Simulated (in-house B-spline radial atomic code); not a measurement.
Values are calculated unless marked as measured or tabulated.
**O ion on Si atom: potential, deflection and energy transfer**

The pair potential comes from two frozen, spherical free-atom densities (PBE, B-spline radial code, scalar-relativistic past argon): electrostatics plus the change in Thomas-Fermi kinetic and Dirac exchange energy where they overlap, the recipe behind the universal ZBL potential, which averages such potentials (from solid-state densities) over many pairs. It is written V = (Z1 Z2 e²/r) φ(r/a), with e² = 14.3996 eV·Å and a = 0.46850 Å/(Z1^0.23 + Z2^0.23); ZBL's fit is φ = 0.18175 e^(−3.1998x) + 0.50986 e^(−0.94229x) + 0.28022 e^(−0.4029x) + 0.02817 e^(−0.20162x). Where φ falls below 4e-4 it is continued as an exponential.

Masses 16.0 and 28.09 u.

| x = r/a | φ, this pair | φ, ZBL |
| --- | --- | --- |
| 0.1 | 0.9049 | 0.8928 |
| 0.5 | 0.6426 | 0.6096 |
| 1.5 | 0.3298 | 0.2995 |
| 3 | 0.1466 | 0.1292 |
| 5 | 0.06174 | 0.05224 |
| 8 | 0.0177 | 0.01705 |
| 12 | 0.004699 | 0.00474 |
| 17 | 0.001076 | 0.001212 |

Q: At x = 0.5 the electrostatic, kinetic and exchange parts are 12814.39, 2563.12 and -121.85 eV. Find r, V and φ.

A: a = 0.46850/(1.6133 + 1.8349) = 0.13587 Å, so r = 0.06793 Å. V = 12814.39 + 2563.12 + (-121.85) = 15255.66 eV. The bare repulsion is 8 × 14 × 14.3996/0.06793 = 23740 eV, so φ = 0.6426, +5.4 % against ZBL's 0.6096. The kinetic (Pauli) term is 17 % of V here.

Q: The ion comes in at 1.863 keV with impact parameter 0.2717 Å. The scattering integral gives a centre-of-mass angle of 60.77° and a closest approach of 2.908 a. What are the reduced energy, the energy passed on and the laboratory angles?

A: ε = E a M2/(Z1 Z2 e² (M1 + M2)) = 1863 × 5.3674e-05 = 0.1. The most that one collision can pass on is γE with γ = 4 M1 M2/(M1 + M2)² = 0.9248. Here T = γE sin²(θ/2) = 0.9248 × 1863 × 0.2559 = 440.9 eV. The ion turns by arctan(sin θ/(cos θ + M1/M2)) = 39.5°, and the struck atom leaves at (180° − θ)/2 = 59.6°. The closest approach is 0.395 Å. With ZBL the angle would be 57.39° and T = 397.3 eV.
